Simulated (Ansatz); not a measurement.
`CC/C=C/S`, charge 0, multiplicity 1.

Question: Give a relaxed structure at PBE0-D4/def2-TZVP (Ansatz). (Best estimate.)

Answer: Ansatz gave: 
Z-matrix (Å, degrees):
```
C
C 1 1.525
H 1 1.093 2 111.1
H 1 1.092 2 110.9 3 -120.4
H 1 1.093 2 111.1 3 119.9
C 2 1.493 1 112.6 3 -178.0
H 2 1.094 1 110.0 3 59.6
H 2 1.097 1 108.9 3 -56.6
C 6 1.328 2 124.1 1 -119.0
H 6 1.089 2 116.5 1 60.0
S 9 1.748 6 128.4 2 179.4
H 9 1.087 6 120.3 2 -0.7
H 11 1.343 9 97.1 6 -0.0
```
This is one stationary point; other conformers may exist.
